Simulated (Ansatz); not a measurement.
**BSiH2 (doublet): from Hartree-Fock to the top rungs at distance Si1–B2 = 5.167 Å, cc-pVTZ**

Aim: climb from Hartree-Fock through coupled cluster and multireference methods for BSiH2 (doublet) at one geometry and basis, and see what each rung misses.

Method: cc-pVTZ, core rule «outside noble gas», up to 6 orbitals frozen; program: Ansatz 0.2.0, Gaussian basis.

The runs, in order: UHF; CCSD(T) on ROHF; CCSD(T) on UHF; BCCD(T) on ROHF; CCSDT(Q) on ROHF; CCSDT(Q) on UHF; CASSCF and NEVPT2, 3 electrons in 3 orbitals; CASSCF and NEVPT2, 9 electrons in 10 orbitals.

## (1) The system

The geometry derives from a PBE0/def2-TZVP stationary point (not a proven minimum). One bond is set to the value named and the two fragments are kept rigid.

4 atoms, charge 0, spin multiplicity 2.

Atoms are counted from 1 here; the program's logs count them from 0.

Bond lengths: Si1–H3 1.501 Å, Si1–H4 1.501 Å. Angles: H3–Si1–H4 107.0°.

## (2) UHF

Contents of in.yaml:

```yaml
crystal:
  periodic: [false, false, false]
  atoms:
    - {symbol: Si, position_ang: [-0.160386, 0.000001, 1.339999]}
    - {symbol: B, position_ang: [0.298368, -0.000003, -3.806595]}
    - {symbol: H, position_ang: [0.634389, -1.206837, 1.745417]}
    - {symbol: H, position_ang: [0.634390, 1.206840, 1.745415]}
basis:
  gaussian: {orbitals: cc-pVTZ}
magnetization: {spin_polarized: true, initial_magnetization: 1}
hamiltonian: {xc: hf}
output: {orbitals: {seedname: orbitals}}
```

Command:

```bash
> ansatz run in.yaml --threads 1 --pin off --events-out ev --progress --plain --max-ram 2560MiB --backend cpu
```

Further steps of the session: CCSD(T) on ROHF; CCSD(T) on UHF; BCCD(T) on ROHF; CCSDT(Q) on ROHF; CCSDT(Q) on UHF; CASSCF and NEVPT2, 3 electrons in 3 orbitals; CASSCF and NEVPT2, 9 electrons in 10 orbitals.

Q: Predict the results of all the runs planned. Wanted: UCCSDT(Q) from the RHF energy; RMP2 from UCCSDT(Q); UMP2 from UCCSDT(Q); RCCSD from UCCSDT(Q); RCCSD(T) from UCCSDT(Q); UCCSD(T) from UCCSDT(Q); RCCSDT(Q) from UCCSDT(Q); NEVPT2 pair from UCCSDT(Q); NEVPT2 valence from UCCSDT(Q).

**Answer**, as computed:

| quantity | value |
| --- | --- |
| UCCSDT(Q) from the ROHF energy | -5.7524 eV |
| RMP2 from UCCSDT(Q) | +143.0 kJ/mol |
| UMP2 from UCCSDT(Q) | +156.7 kJ/mol |
| RCCSD from UCCSDT(Q) | +17.0 kJ/mol |
| RCCSD(T) from UCCSDT(Q) | +3.5 kJ/mol |
| UCCSD(T) from UCCSDT(Q) | +4.9 kJ/mol |
| RCCSDT(Q) from UCCSDT(Q) | 0.0 kJ/mol |
| NEVPT2 pair from UCCSDT(Q) | +133.2 kJ/mol |
| NEVPT2 valence from UCCSDT(Q) | +99.3 kJ/mol |
| levels within 1 kcal/mol (43 meV) | RCCSD(T), BCCD(T), RCCSDT, UCCSDT, RCCSDT(Q) |
| T1 diagnostic | 0.018 |
| effectively unpaired electrons | 1.16 |

**Reading.** RCCSD(T) misses by +3.5 kJ/mol, 0.6 % of the correlation energy. One determinant dominates. Of the multireference levels listed NEVPT2 valence comes nearest in total energy (+99.3 kJ/mol), which doesn't show that its space is the better one. These misses are within one basis, not against nature; the frozen cores of restricted and unrestricted runs differ, which can shift their rows.
